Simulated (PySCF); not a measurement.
Isomers of C3H3FO2. Method: PBE0-D3(BJ)/def2-SVP geometry optimisation, gas phase in PySCF. Energies are electronic, without zero-point or thermal terms, for one conformer each. No frequencies were run at this level. Point groups hold within 0.08 Å.

**Question.** Rank from lowest to highest electronic energy at this level (kcal/mol).
A. `O=C1OC[C@H]1F`
B. `[O:1]=[C:2]([OH:3])/[CH:4]=[CH:5]/[F:6]` with O1–C2–O3–H 0°, O1–C2–C4–C5 0°
C. `O=C1CO[C@H]1F`
D. `[O:1]=[C:2]([OH:3])/[CH:4]=[CH:5]\[F:6]` with O1–C2–O3–H 0°, O1–C2–C4–C5 179°
E. `[CH2:1]=[C:2]([F:3])[C:4](=[O:5])[OH:6]` with C1–C2–C4–O5 180°, C2–C4–O6–H 180°

**Answer.** B (0.0), D (2.6), E (3.3), A (13.6), C (28.7).

As drawn, the lowest has an O–H bond, a C(=O)–O unit and a C=C bond outside aromatic rings, which the highest lacks; the highest has a four-membered ring, which the lowest lacks. Neighbours under 2.5 kcal/mol apart (O=C(O)/C=C\F and C=C(F)C(=O)O) can change places with a better method, another conformer or zero-point energy. O=C(O)/C=C/F and O=C(O)/C=C\F are stereoisomers, 2.6 kcal/mol apart in the conformers taken.

| SMILES | E (Eh) | E rel (kcal/mol) | dipole (D) | point group | A, B, C (MHz) |
| --- | --- | --- | --- | --- | --- |
| O=C(O)/C=C/F | -365.74748 | 0.0 | 0.91 | Cs | 10838, 1907, 1622 |
| O=C(O)/C=C\F | -365.74330 | 2.6 | 1.73 | Cs | 8503, 2574, 1976 |
| C=C(F)C(=O)O | -365.74225 | 3.3 | 2.81 | Cs | 5748, 3554, 2196 |
| O=C1OC[C@H]1F | -365.72587 | 13.6 | 3.68 | C1 | 5628, 3961, 2508 |
| O=C1CO[C@H]1F | -365.70169 | 28.7 | 1.75 | C1 | 5526, 3970, 2567 |
